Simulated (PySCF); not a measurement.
**Cl: ionisation energy**

Cl [Ne] 3s2 3p5 (2P) → Cl+ [Ne] 3s2 3p4 (3P), as a difference of total energies. Calculation: PySCF 2.14, in def2-TZVPPD; the non-relativistic Hamiltonian (point nucleus). Correlated levels: valence and next inner shell: 1s2 frozen. The calculations carry no spin-orbit coupling.

```tsv
method	ionisation energy (eV)
UHF	11.771
MP2 (valence and next inner shell)	12.743
SCS-MP2 (valence and next inner shell)	12.735
CCSD (valence and next inner shell)	12.696
CCSD(T) (valence and next inner shell)	12.741
```

**Question.** How much does correlation contribute at CCSD(T) (valence and next inner shell)?

**Answer.** 12.741 − (11.771) = 0.970 eV, measured against UHF.

Errors of the correlated levels include the incompleteness of this basis and the frozen core.

For comparison: 12.974 eV (measured; NIST levels, between the centres of gravity of the two terms).
